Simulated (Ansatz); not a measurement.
Isomers of Si$_{3}$⁻ (doublet), relaxed with PBE-D4/def2-TZVPD; total energies from Ansatz at B3LYP-D4/def2-TZVPD.

```
isomer                                description  energy (Eh)
     A          point group D∞h; 2 × Si–Si 2.19 Å   -868.49183
     B  point group C2v; 3 × Si–Si 2.26 to 2.44 Å   -868.52790
```

B3LYP takes the VWN-RPA correlation.

The isomers come from a short search, and lower ones may exist.

Question: Work out the relative energies (1 Eh = 2625.5 kJ/mol) and the Boltzmann populations at 1200 K from electronic energies alone (R = 8.314 J/mol/K).

Answer: ΔE: A 94.7, B 0.0 kJ/mol. RT = 9.98 kJ/mol. Factors exp(−ΔE/RT): A 7.57e-05, B 1; sum 1.000. Populations: A 0.0 %, B 100.0 %. Zero-point energy, vibrational entropy and symmetry numbers are left out and can shift these; an error of 4 kJ/mol changes a ratio by a factor of 1.5. Over the other density-functional and correlated levels in def2 sets, the gap between B and A ranges from 97 to 119 kJ/mol.
